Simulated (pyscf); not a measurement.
Thermochemistry of product channels of `[SeH2]` + `[GeH2]` [singlet] on the singlet surface, in kcal/mol, from ωB97M-D3(BJ)/def2-TZVP energies (ideal gas, 1 atm, RRHO with modes under 100 cm⁻¹ raised to 100, one conformer, R ln 2 for rigid chiral ones). Single points on ωB97X-D3(BJ)/def2-SVP structures (PySCF, gas phase).

| products | ΔE | ΔH(298 K) | ΔG(600 K) | ΔG(1200 K) |
|---|---|---|---|---|
| `[GeH3][SeH]` | -50.2 | -47.3 | -27.3 | -8.4 |
| `[GeH2]=[Se]` + `[H][H]` | -21.6 | -21.2 | -16.2 | -12.5 |

These are energies of the channels, which say nothing of barriers. Elements up to Kr have no core potential and no relativistic terms here.
